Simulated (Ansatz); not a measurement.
Input for Ansatz (development build ahead of 0.2.0):

```yaml
crystal:
  periodic: [false, false, false]
  atoms:
    - { symbol: B, position_ang: [0.0, 0.0, 0.0] }
    - { symbol: "N", position_ang: [0.0, 0.0, 3.84] }
basis:
  gaussian: { orbitals: STO-3G }
hamiltonian:
  xc: hf
correlation:
  method: fci
  frozen_orbitals: { B: 1, "N": 1 }
```

The input is written out in the form of the current development build from the run's settings.

Output:

```yaml
Converged: yes
Reference_energy: -77.47012 hartree
Correlation_energy: -0.32451 hartree
Total_energy: -77.79463 hartree
State: lowest singlet root, of any spatial symmetry
```

Caution: another spin multiplicity may lie lower.
